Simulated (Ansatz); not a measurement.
# SiC (quintet): the correlation ladder, def2-QZVPP

The task here is to estimate one member of a computed series from the others.

Computed with Ansatz 0.2.0, Gaussian basis. Level: def2-QZVPP, core rule «outside noble gas», up to 6 orbitals frozen.

Plan: UHF; ROHF; CCSD(T) on UHF.

2 further runs of the same task are left out: 2 set aside as unsound or not needed. Runs told in other sessions of the task aren't counted.

**The geometry**

The geometry is a PBE0/def2-TZVP stationary point (not a proven minimum) of the parent state, kept for this charge and spin.

2 atoms, charge 0, spin multiplicity 5.

Atoms are counted from 1 here; the program's logs count them from 0.

Bond lengths: Si1–C2 1.710 Å.

The first run:

Contents of in.yaml:

```yaml
crystal:
  periodic: [false, false, false]
  atoms:
    - {symbol: Si, position_ang: [0.000000, 0.000000, 0.000000]}
    - {symbol: C, position_ang: [0.000000, 0.000000, 1.709998]}
basis:
  gaussian: {orbitals: "def2-QZVPP.json"}
magnetization: {spin_polarized: true, initial_magnetization: 4}
hamiltonian: {xc: hf}
output: {orbitals: {seedname: orbitals}}
```

The run is started by

```console
$ ansatz run in.yaml --threads 1 --pin off --events-out ev --progress --plain --max-ram 2393MiB
```

Steps of the session up to this table: UHF; ROHF; CCSD(T) on UHF.

One of the session's tables, all rows but one given; the rest of the session is left out.

```
  method  from UCCSD(T) (kJ/mol)
    ROHF                  +527.9
     UHF                  +512.4
    UMP2                       ?
   UCCSD                   +24.3
UCCSD(T)                       0
```

Q: Estimate the row for UMP2 from the others.

As computed: from UCCSD(T) (kJ/mol): +108.4. In the column «from UCCSD(T) (kJ/mol)» it lies between UCCSD (+24.3) and UHF (+512.4).
